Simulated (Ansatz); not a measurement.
Density of states of Ta2N (P-31m, a = 5.291 Å, b = 5.291 Å, c = 4.930 Å, α = 90.00°, β = 90.00°, γ = 120.00°), in states per eV and primitive cell, averaged over bins of 0.5 eV. Theory: DFT r2SCAN, scalar-relativistic, plane waves, PAW (Ansatz).

Settings: cutoff 500 eV, Γ-centred mesh 12×12×8 on the computed 9-atom cell, Gaussian smearing of 0.10 eV; no spin polarisation.

The cell is relaxed at this level. The states (both spins) are summed by tetrahedra on a 18×18×12 mesh at the self-consistent density. Energies are bin centres; the table starts no lower than −8 eV and ends at 6 eV, or lower where the solved bands end.

It is a metal at this level.

| E − E_F (eV) | total | Ta 5d | N 2p | Ta 6s | N 2s |
| --- | --- | --- | --- | --- | --- |
| -7.80 | 4.34 | 1.18 | 2.38 | 0.57 | 0.06 |
| -7.30 | 5.36 | 1.56 | 3.18 | 0.41 | 0.04 |
| -6.80 | 7.31 | 2.24 | 4.63 | 0.19 | 0.03 |
| -6.30 | 6.15 | 1.61 | 4.20 | 0.12 | 0.02 |
| -5.80 | 3.54 | 0.78 | 2.53 | 0.06 | 0.01 |
| -5.30 | 0.37 | 0.16 | 0.07 | 0.11 | 0.01 |
| -4.80 | 0.83 | 0.43 | 0.13 | 0.24 | 0.01 |
| -4.30 | 2.56 | 1.86 | 0.21 | 0.42 | 0.02 |
| -3.80 | 4.08 | 3.19 | 0.25 | 0.51 | 0.02 |
| -3.30 | 6.29 | 4.96 | 0.36 | 0.72 | 0.03 |
| -2.80 | 6.16 | 5.10 | 0.26 | 0.49 | 0.03 |
| -2.30 | 6.03 | 5.01 | 0.35 | 0.38 | 0.02 |
| -1.80 | 6.35 | 5.29 | 0.39 | 0.36 | 0.03 |
| -1.30 | 3.98 | 3.36 | 0.29 | 0.18 | 0.02 |
| -0.80 | 2.33 | 2.06 | 0.12 | 0.06 | 0.02 |
| -0.30 | 2.63 | 2.31 | 0.10 | 0.07 | 0.03 |
| 0.20 | 3.56 | 3.11 | 0.21 | 0.07 | 0.02 |
| 0.70 | 4.92 | 4.31 | 0.33 | 0.11 | 0.02 |
| 1.20 | 4.87 | 4.36 | 0.27 | 0.10 | 0.02 |
| 1.70 | 5.25 | 4.65 | 0.35 | 0.09 | 0.02 |
| 2.20 | 4.41 | 3.90 | 0.31 | 0.07 | 0.02 |
| 2.70 | 6.86 | 5.98 | 0.50 | 0.13 | 0.06 |
| 3.20 | 6.39 | 5.32 | 0.54 | 0.17 | 0.13 |
| 3.70 | 7.22 | 5.83 | 0.53 | 0.30 | 0.32 |
| 4.20 | 8.07 | 6.33 | 0.64 | 0.39 | 0.43 |
| 4.70 | 10.14 | 7.58 | 0.91 | 0.65 | 0.62 |
| 5.20 | 8.61 | 6.08 | 0.93 | 0.76 | 0.48 |

The columns after the total are the main Löwdin projections on the occupied valence shells of the potentials; 2 others are left out. The rest of the total lies in those, in shells that are empty in the free atom, which aren't projected, and between the atoms.

Spin-orbit coupling is left out, which matters for the bands of heavy elements.

Whether Ta2N exists in this form wasn't checked.

Cost: 1 run of about 7.9 core-minutes, on Arm Neoverse V2 (shared hosts).